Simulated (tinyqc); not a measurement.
Inside a calculation. Method: Pariser-Parr-Pople SCF with singles CI, for the molecule Nc1cc[nH]c1 (SMILES; centres numbered as the heavy atoms are written). One step of it, computed by the program tinyqc.

Problem. Iteration 2: orbitals and new P. Diagonalise F (the basis is taken as orthonormal) and form P = 2 sum c c over the lowest orbitals; 0.3 of the old P is kept.

F (eV), order 1N, 2C, 3C, 4C, 5N, 6C:
```
[[-10.439777, -3.909642, 0.666675, -0.084808, -0.219256, 0.757113],
 [-3.909642, -5.438142, -4.557783, 0.343943, 0.672557, -4.699073],
 [0.666675, -4.557783, -5.479812, -4.799241, 0.896344, 0.189465],
 [-0.084808, 0.343943, -4.799241, -6.672172, -4.707346, 0.999513],
 [-0.219256, 0.672557, 0.896344, -4.707346, -10.512610, -4.355802],
 [0.757113, -4.699073, 0.189465, 0.999513, -4.355802, -7.256960]]
```

pi electrons, sum of z_r less the charge = 8

P after iteration 1, order 1N, 2C, 3C, 4C, 5N, 6C:
```
[[1.815743, 0.414062, -0.251521, 0.044503, 0.113504, -0.285642],
 [0.414062, 1.059068, 0.592367, -0.126746, -0.234144, 0.630975],
 [-0.251521, 0.592367, 1.206702, 0.658180, -0.312096, -0.069844],
 [0.044503, -0.126746, 0.658180, 1.182249, 0.609547, -0.368374],
 [0.113504, -0.234144, -0.312096, 0.609547, 1.417878, 0.523318],
 [-0.285642, 0.630975, -0.069844, -0.368374, 0.523318, 1.318360]]
```

Give: orbital energies; P after iteration 2.

Solution.

orbital energies (eV): [-15.8064, -13.1033, -10.6256, -9.3196, 0.5539, 2.5015]

P after iteration 2, order 1N, 2C, 3C, 4C, 5N, 6C:
```
[[1.8421, 0.3886, -0.2255, 0.0240, 0.1095, -0.2726],
 [0.3886, 1.0347, 0.5913, -0.0994, -0.2414, 0.6537],
 [-0.2255, 0.5913, 1.1624, 0.6866, -0.3079, -0.0545],
 [0.0240, -0.0994, 0.6866, 1.1639, 0.5791, -0.3896],
 [0.1095, -0.2414, -0.3079, 0.5791, 1.4930, 0.4989],
 [-0.2726, 0.6537, -0.0545, -0.3896, 0.4989, 1.3040]]
```
